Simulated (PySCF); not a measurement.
Delta-SCF ions had no search for a lower state. 

Cartesian coordinates (Å):
```xyz
5

Si     0.0000     0.0000     0.0000
H     -0.2543    -1.0486    -1.0093
H     -0.6817     1.2473    -0.4031
H      1.4536     0.2438     0.1014
H     -0.5178    -0.4426     1.3112
```
Charge 0, spin multiplicity 1.

### Question
Give the vertical ionisation energy (Delta-SCF), dipole moment, LUMO, total energy, HOMO–LUMO gap and HOMO at the level PBE-D3(BJ)/def2-TZVP // CAM-B3LYP-D3(BJ)/def2-TZVP (PySCF).

### Answer

```json
{
  "vertical ionisation energy (Delta-SCF)": "12.15 eV",
  "dipole_moment": "0.00 D",
  "LUMO": "0.26 eV",
  "total_energy": "-291.7226 Ha",
  "HOMO–LUMO gap": "8.78 eV",
  "HOMO": "-8.52 eV"
}
```
